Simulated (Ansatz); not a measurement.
in.yaml

```yaml
crystal:
  periodic: [false, false, false]
  atoms:
    - {symbol: B, position_ang: [-0.203582, -0.002483, 0.000044]}
    - {symbol: H, position_ang: [3.784122, 0.046156, -0.000818]}
    - {symbol: H, position_ang: [-0.812876, 1.023729, -0.002793]}
    - {symbol: H, position_ang: [-0.787663, -1.043252, 0.003139]}
basis:
  gaussian: {orbitals: cc-pVDZ}
magnetization: {spin_polarized: false}
correlation: {method: ccsdtq, electrons: outside_noble_gas}
```

```sh
$ ansatz run in.yaml --threads 1 --pin off --events-out ev --progress --plain --max-ram 2393MiB
```

Log:

```
490 factors; integrals over basis functions are off by at most 1.4e-7 eV
mean field evaluation 1: about -706.7544 eV, gradient 1.8e1 eV
mean field evaluation 2: about -706.7540 eV, gradient 1.8e1 eV
mean field evaluation 4: about -710.0849 eV, gradient 4.6e0 eV
mean field evaluation 8: about -710.2577 eV, gradient 4.4e-4 eV
mean field evaluation 16: about -710.2582 eV, gradient 2.9e-1 eV
mean field evaluation 32: about -708.8841 eV, gradient 9.6e-2 eV
mean field -710.25774072 eV, -26.1014905414 hartree, gradient 6.8e-7 eV, S^2 0.000000; 3 other end points of the search recorded, 0 dependent functions left out; unrestricted orbitals would lower it
determinant -710.25774072 eV, -26.1014905414 hartree, with singles and doubles -715.58789868 eV, -26.2973702336 hartree
determinant -708.88419935 eV, -26.0510138271 hartree, with singles and doubles -714.93953446 eV, -26.2735432881 hartree
determinant -707.79014822 eV, -26.0108081896 hartree, with no singles and doubles
mean field evaluation 64: about -710.2579 eV, gradient 2.1e-1 eV
mean field evaluation 96: about -712.6687 eV, gradient 1.8e-2 eV
unrestricted determinant -714.33859291 eV, -26.2514590932 hartree, S^2 0.9991
1 core orbitals not correlated: weight in the atoms' cores, before any rotation towards them, 1.000 or more for the frozen orbitals, at most 0.000 for the correlated occupied ones
reference -710.25774072 eV, -26.1014905414 hartree; 3, 3 occupied and 25, 25 virtual orbitals, 490 factors
second order -4.11102284 eV of doubles, -0.00000000 eV of singles
cycle   1  -3.67525560 eV  change    -1.1e0 eV  update   1.6e-1
cycle   2  -4.36378133 eV  change   -6.9e-1 eV  update   1.4e-1
...
cycle  14  -6.48199541 eV  change    2.7e-3 eV  update   4.4e-4
cycle  15  -6.48113175 eV  change    8.6e-4 eV  update   1.1e-4
cycle  16  -6.48114764 eV  change   -1.6e-5 eV  update   1.0e-5
cycle  17  -6.48113870 eV  change    8.9e-6 eV  update   4.3e-6
cycle  18  -6.48114452 eV  change   -5.8e-6 eV  update   2.2e-6
cycle  19  -6.48114422 eV  change    3.1e-7 eV  update   6.7e-7
cycle  20  -6.48114472 eV  change   -5.0e-7 eV  update   2.7e-7
cycle  21  -6.48114422 eV  change    5.1e-7 eV  update   1.6e-7
cycle  22  -6.48114335 eV  change    8.7e-7 eV  update   1.0e-7
cycle  23  -6.48114322 eV  change    1.3e-7 eV  update   2.6e-8
WARN: these amplitudes may be one of several solutions (largest doubles amplitude 0.93, level shift 7.47 eV)
Total energy: -716.73888394 eV, -26.3396681618 hartree
```

For the same geometry and basis full CI lies 0.1 meV lower.

Ran on 1 thread of Intel Xeon 6975P-C, shared host: 10 s wall, 0.25 GiB peak host memory.
